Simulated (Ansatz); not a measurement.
Cu3AsS4 (Pmn2₁, No. 31) was calculated with PBEsol (plane waves, PAW; Ansatz, an electronic-structure program).

Numerical settings: plane-wave cutoff 520 eV, 6×6×6 k mesh, Fermi–Dirac smearing 0.01 eV, no spin polarisation, scalar-relativistic PAW data made under PBE.

Energies at three volumes about the minimum:

```json
[
 {"V (Å³/atom)": "17.342", "E − E_lowest (meV/atom)": "1.97"},
 {"V (Å³/atom)": "17.696", "E − E_lowest (meV/atom)": "0.00"},
 {"V (Å³/atom)": "18.050", "E − E_lowest (meV/atom)": "1.83"}
]
```

Task: Fit a parabola by hand: where is the minimum, and what is the bulk modulus?

Result: Slopes: (0.00 − 1.97)/(17.696 − 17.342) = -5.565 and (1.83 − 0.00)/(18.050 − 17.696) = 5.169 meV/Å³. Curvature E″ = 2 × (5.169 − (-5.565))/(18.050 − 17.342) = 30.322 meV/Å⁶. From the middle of the first interval, the slope vanishes at V0 = 17.5190 − (-5.565)/30.322 = 17.703 Å³/atom. B = V0 E″ = 17.703 × 30.322 meV/Å³ × 0.1602 GPa per meV/Å³ = 86.0 GPa. The full Birch–Murnaghan fit to all volumes gives V0 = 17.696 Å³/atom and B0 = 85.8 GPa.

Shape and atoms are relaxed at each volume.

Note: the gap of the solid is closed in this run; this level leaves the solid without a gap, although one is measured; the bulk modulus comes from volumes at which shape and atoms were relaxed.
